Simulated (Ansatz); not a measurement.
**Telling isomers of CH3BSi apart by their spectra**

These gas-phase data were calculated for one isomer of CH3BSi at r2SCAN-D4/def2-TZVP (harmonic, unscaled wavenumbers; equilibrium rotational constants with average atomic masses):

| Quantity | Value |
| --- | --- |
| rotational constants | 168, 5.306, 5.144 GHz |
| all wavenumbers above 1500 cm⁻¹ | 2847, 2236, 2229, 1757 |

Candidates:

(1) `B1C=[SiH]1`, a singlet
(2) `B=C=[SiH2]`, a singlet

Which candidate do the data belong to?

Candidate (2). 2 modes lie between 2000 and 2380 cm⁻¹, one for each Si–H bond, while (1) has 1.

The same quantities for all candidates:

```
     rotational constants (GHz)  wavenumbers above 1500 cm⁻¹  E above the lowest, r2SCAN-D4/def2-TZVP (kcal/mol)
(1)         28.34, 11.33, 8.096             3187, 2710, 2167                                                 0.0
(2)           168, 5.306, 5.144       2847, 2236, 2229, 1757                                                11.0
```

Harmonic stretches to hydrogen usually lie a few per cent above observed fundamentals. Each candidate is one conformer. Programs: Ansatz 0.2.0.
